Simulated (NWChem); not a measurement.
A series in which one site is exchanged, each optimised at PBE0/def2-SVP with NWChem, gas phase unless a solvent is named. 

A: COC (C2H6O; site = C)
B: C[O][GeH3] (CH6GeO; site = Ge)
C: [O](C)[TiH3] (CH6OTi; site = Ti)

### Question
Rank them by orbital gap (eV), PBE0/def2-SVP, lowest first.

### Answer
C (6.18), B (8.20), A (9.22)
